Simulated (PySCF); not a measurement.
An unknown gives this computed stick spectrum. Computed with TDDFT CAM-B3LYP/def2-SVPD, vertical, gas phase, core orbitals frozen in the response (PySCF). Geometries: GFN2-xTB, one conformer each.

| state | E (eV) | f |
| --- | --- | --- |
| S1 | 6.50 | 0.070 |
| S2 | 6.63 | 0.062 |
| S3 | 7.20 | 0.035 |
| S4 | 7.36 | 0.078 |
| S5 | 7.62 | 0.034 |
| S6 | 7.91 | 0.062 |
| S7 | 8.01 | 0.031 |
| S8 | 8.10 | 0.016 |

Triplets computed (Tamm–Dancoff): 5.42, 5.60, 6.92 eV.

Orbital energies (eV): HOMO-3 -10.74, HOMO-2 -10.00, HOMO-1 -9.13, HOMO -8.17, LUMO 1.28, LUMO+1 1.44, LUMO+2 1.88.

Question: Which structure fits? All have the formula C4H11OP.
A. `CCP(C)(C)=O`
B. `CPCCCO`
C. `CCPCOC`
D. `CC[PH](=O)CC`

Answer: C. Its S1 lies at 6.50 eV; the nearest of the others has S1 at 7.25 eV. S1 is HOMO→LUMO (58%), HOMO→LUMO+2 (28%). Löwdin shares by element: HOMO phosphorus 61%, carbon 23% or more, hydrogen 6% or more; LUMO carbon 36% or more, phosphorus 10%, hydrogen 9% or more (atoms not listed hold the other 45%). At the same level the other candidates give, for their lowest levels:
- `CC[PH](=O)CC`: 7.40 eV (f 0.015); 7.46 eV (f 0.006); 7.50 eV (f 0.002); 7.73 eV (f 0.015); 7.91 eV (f 0.013); T1 7.09 eV; HOMO -8.99, LUMO 1.15 eV
- `CCP(C)(C)=O`: 7.25 eV (f 0.036); 7.31 eV (f 0.041); 8.07 eV (f 0.006); 8.16 eV (f 0.003); 8.22 eV (f 0.003); T1 7.07 eV; HOMO -8.91, LUMO 1.01 eV
- `CPCCCO`: 5.73 eV (f 0.020); 6.24 eV (f 0.051); 6.52 eV (f 0.018); 6.87 eV (f 0.144); 7.00 eV (f 0.047); T1 5.18 eV; HOMO -7.46, LUMO 0.99 eV

Shape of the structure used: `[CH3:1][CH2:2][PH:3][CH2:4][O:5][CH3:6]`: C1–C2–P3–C4 -164°, C2–P3–C4–O5 -71°, P3–C4–O5–C6 -173°.
